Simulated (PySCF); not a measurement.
Thiourea, CH4N2S.
Atom-mapped SMILES: `[NH2:1][C:2]([NH2:3])=[S:4]` (hydrogens: H5, H6 on N1; H7, H8 on N3)

The same species was optimised twice, with GFN2-xTB and with PBE0-D3(BJ)/def2-SVP (PySCF), and the same property calculations (PySCF, gas phase) were run on both structures.

| coordinate | GFN2-xTB | PBE0-D3(BJ)/def2-SVP | change |
| --- | --- | --- | --- |
| C2=S4 (Å) | 1.647 | 1.666 | +0.019 |
| N3–H7 (Å) | 1.007 | 1.011 | +0.004 |
| N1–H6 (Å) | 1.007 | 1.010 | +0.003 |
| N1–H5 (Å) | 1.006 | 1.009 | +0.003 |
| N3–H8 (Å) | 1.006 | 1.009 | +0.003 |
| C2–N3 (Å) | 1.354 | 1.353 | -0.001 |
| N1–C2 (Å) | 1.353 | 1.353 | 0.000 |
| C2–N3–H7 (°) | 120.8 | 123.6 | +2.8 |
| C2–N1–H6 (°) | 121.0 | 123.5 | +2.5 |
| H5–N1–H6 (°) | 117.8 | 119.4 | +1.6 |
| H7–N3–H8 (°) | 117.8 | 119.2 | +1.4 |
| N1–C2–N3 (°) | 117.1 | 116.1 | -1.0 |
| N1–C2–S4 (°) | 121.4 | 122.0 | +0.6 |
| N3–C2–S4 (°) | 121.5 | 122.0 | +0.5 |
| C2–N1–H5 (°) | 116.7 | 117.0 | +0.3 |

Rotational constants: A = 10467, B = 5295, C = 3522 MHz (GFN2-xTB) against A = 10567, B = 5166, C = 3470 MHz (PBE0-D3(BJ)/def2-SVP).

On the GFN2-xTB structure: HOMO (eV) -5.95 [PBE0/pcSseg-1]; LUMO (eV) 0.17 [PBE0/pcSseg-1]; dipole (D) 5.30 [PBE0/pcSseg-1]; GIAO shielding of N1/N3 (mean) (ppm) 154.4 [PBE0/pcSseg-1]; GIAO shielding of C2 (ppm) -2.5 [PBE0/pcSseg-1]; GIAO shielding of S4 (ppm) 405.6 [PBE0/pcSseg-1].

What do these properties become on the PBE0-D3(BJ)/def2-SVP structure?

| property | level | on GFN2-xTB | on PBE0-D3(BJ)/def2-SVP | change |
| --- | --- | --- | --- | --- |
| HOMO (eV) | PBE0/pcSseg-1 | -5.95 | -5.92 | +0.03 |
| LUMO (eV) | PBE0/pcSseg-1 | 0.17 | 0.30 | +0.13 |
| dipole (D) | PBE0/pcSseg-1 | 5.30 | 5.56 | +0.26 |
| energy, GFN2-xTB geometry as zero (kcal/mol) | PBE0/pcSseg-1 | 0.0 | -0.2 | -0.2 |
| GIAO shielding of N1/N3 (mean) (ppm) | PBE0/pcSseg-1 | 154.4 | 153.5 | -0.9 |
| GIAO shielding of C2 (ppm) | PBE0/pcSseg-1 | -2.5 | -1.4 | +1.1 |
| GIAO shielding of S4 (ppm) | PBE0/pcSseg-1 | 405.6 | 419.6 | +14.0 |

The heavy atoms differ by 0.013 Å rms after alignment. Among all bonds C2=S4 changes most (+0.019 Å). Changes are differences of the printed values. Neither structure is proved a minimum here.

The values belong to the conformer `[NH2:1][C:2]([NH2:3])=[S:4]`: H–N1–C2–N3 180°, H–N1–C2–N3 0°, H–N3–C2–N1 -3°, H–N3–C2–N1 -179°.
